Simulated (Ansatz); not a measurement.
## SiO, singlet: cost against accuracy

Geometry (MP2(full)/6-31G*, from the G2/97 set):

```yaml
atoms:
  - { symbol: Si, position_ang: [0.0000, 0.0000, 0.0000] }
  - { symbol: O, position_ang: [0.0000, 0.0000, 1.5423] }
```

Measured, as an electronic atomization energy: 192.3 kcal/mol (G2/97 heats of formation of molecule and atoms, with zero-point and thermal terms from B3LYP taken off; Curtiss et al., J. Chem. Phys. 106, 1063 (1997), Staroverov et al., J. Chem. Phys. 119, 12129 (2003)). The measured value holds scalar relativity and spin–orbit coupling, which all computed ones lack, and core correlation, which the wave-function levels lack. Atoms are taken at the same level; beside RHF, RMP2 and RCC rows they are unrestricted. Truncated CI is not size-consistent. The atoms' steps beyond CCSDT(Q) are taken from restricted open-shell runs, which share full CI's core. Ansatz 0.2.0; the 6-31G* set has Cartesian d functions; a miss is computed less measured; times are wall times on shared hosts and scatter by a factor of two or so. A small miss in a small set is a cancellation of the method's error against the basis error.

| level | basis | miss (kcal/mol) | time of the run | hardware |
| --- | --- | --- | --- | --- |
| RHF | STO-3G | -114.8 | – | – |
| UHF | STO-3G | -111.8 | – | – |
| RCCSD(T) | STO-3G | -26.9 | 0.15 s | 1 CPU thread |
| UCCSD(T) | STO-3G | -30.3* | 0.39 s | 1 CPU thread |
| UCCSDT(Q) | STO-3G | -25.8 | 1.8 s | 1 CPU thread |
| RCCSDTQ | STO-3G | -27.1 | 1.2 s | 1 CPU thread |
| UCCSDTQ | STO-3G | -27.1 | 16 s | 1 CPU thread |
| r2SCAN | STO-3G | 5.7 | 0.57 s | 1 CPU thread |
| B3LYP | STO-3G | -1.2 | 0.27 s | 1 CPU thread |
| wB97M-V | STO-3G | 1.0 | 0.87 s | 1 CPU thread |
| B2PLYP | STO-3G | -9.9 | 0.54 s | 1 CPU thread |
| RMP2 | 6-31G | -45.4 | – | – |
| RCCSD(T) | 6-31G | -56.2 | 0.18 s | 1 CPU thread |
| RCCSDT(Q) | 6-31G | -55.2 | 0.6 s | 1 CPU thread |
| MRCISD+Q (valence space) | 6-31G | -57.3 | 1.8 s | 1 CPU thread |
| full CI | 6-31G | -55.3 | 22 s | 1 CPU thread |
| PBE | 6-31G | -30.6 | 0.21 s | 1 CPU thread |
| B2PLYP | 6-31G | -43.9 | 0.3 s | 1 CPU thread |
| RHF | 6-31G* | -92.3 | – | – |
| RMP2 | 6-31G* | -7.9 | – | – |
| RCCSD(T) | 6-31G* | -19.8 | 0.24 s | 1 CPU thread |
| RCCSDTQ | 6-31G* | -18.8 | 5 s | H100 + 5 CPU threads |
| PBE | 6-31G* | -1.6 | 0.24 s | 1 CPU thread |
| B3LYP | 6-31G* | -12.0 | 0.3 s | 1 CPU thread |
| wB97M-V | 6-31G* | -6.5 | 0.93 s | 1 CPU thread |
| RHF | cc-pV(D+d)Z | -94.9 | – | – |
| RCCSDT(Q) | cc-pV(D+d)Z | -24.6 | 1.8 s | 1 CPU thread |
| MRCISD+Q (valence space) | cc-pV(D+d)Z | -28.3 | 2.2 s | 1 CPU thread |
| PBE | cc-pV(D+d)Z | -2.3 | 0.3 s | 1 CPU thread |
| B3LYP | cc-pV(D+d)Z | -12.8 | 0.33 s | 1 CPU thread |
| B2PLYP | cc-pV(D+d)Z | -13.2 | 0.45 s | 1 CPU thread |
| MRCISD+Q (valence space) | cc-pV(T+d)Z | -12.4 | 2.2 s | H100 + 5 CPU threads |
| B3LYP | cc-pV(T+d)Z | -5.3 | 0.42 s | 1 CPU thread |
| RMP2 | cc-pV(Q+d)Z | 8.8 | – | – |
| RCCSD(T) | cc-pV(Q+d)Z | -4.6 | 3.1 s | 1 CPU thread |
| RCCSDT(Q) | cc-pV(Q+d)Z | -4.2 | 4.4 s | H100 + 5 CPU threads |
| MRCISD+Q (valence space) | cc-pV(Q+d)Z | -7.5 | 2.4 s | H100 + 5 CPU threads |
| r2SCAN | cc-pV(Q+d)Z | -4.4 | 1.3 s | 1 CPU thread |
| B3LYP | cc-pV(Q+d)Z | -4.4 | 0.78 s | 1 CPU thread |
| B2PLYP | cc-pV(Q+d)Z | -0.4 | 1.8 s | 1 CPU thread |

A dash: the level came out of a higher level's run.

An asterisk marks runs whose energy the program itself flagged as in doubt.

Some unrestricted rows aren't spin-pure. Their determinants' ⟨S²⟩ reaches 0.47 in the UHF rows, 0.47 in the UMP2 and UCC rows, against 0.00 for a pure state.

A composite of the best parts (restricted reference, at this geometry, which isn't the minimum of the high levels):

```tsv
part	kcal/mol
Hartree–Fock limit (T, Q; exp(−5.46 √X))	108.83
CCSD(T) correlation limit (T, Q; X⁻³)	81.97
CCSDT − CCSD(T) (QZ)	-0.66
(Q) (QZ)	1.13
CCSDTQ − CCSDT(Q) (DZ)	-0.28
sum	191.0
sum less measured	-1.3
```
